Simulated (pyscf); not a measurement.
H₃Si–SH + HF -> H₂S + F–SiH₃ (four-centre exchange; singlet surface; S–Si, F–H broken, H–S, F–Si formed). Structures and frequencies: ωB97X-D3(BJ)/def2-SVP in PySCF. Correlated levels are frozen-core, on RHF or UHF. ΔMP2 is the change of the MP2 total energy from the triple- to the quadruple-zeta basis. Rate constants from transition-state theory, CCSD(T)/def2-TZVPP + ΔMP2(QZVPP) energies (ideal gas, 1 atm, RRHO with modes under 100 cm⁻¹ raised to 100, one conformer, R ln 2 for rigid chiral ones; no tunnelling), k in cm³ molecule⁻¹ s⁻¹.

```csv
T (K),1000/T,log10 k
298,3.354,-33.13
600,1.667,?
900,1.111,-19.55
1200,0.833,-17.72
```

Problem. Fit an Arrhenius line to the three values, give the activation energy, and predict k at 600 K.

Solution. Least squares gives log10 k = -12.71 − 6.09 × 1000/T, so Ea = 6.09 × ln 10 × 1.987 = 27.9 kcal/mol, against an electronic barrier of 27.4. At 600 K the line gives -22.86; the computed value is -23.00 (ΔG‡ = 46.7 kcal/mol), a factor 1.4 under the line, since the plot is curved. On the reactant side the descent ends in a complex, 5.8 kcal/mol under the separated species and 30.2 kcal/mol under the saddle at ωB97X-D3(BJ)/def2-TZVP. At ωB97X-D3(BJ) the barrier from the zero used here is 24.4 kcal/mol. One saddle was located; it need not be the lowest between these sides. The CCSD(T) − MP2 part came from Ansatz, without density fitting, on the same reference.
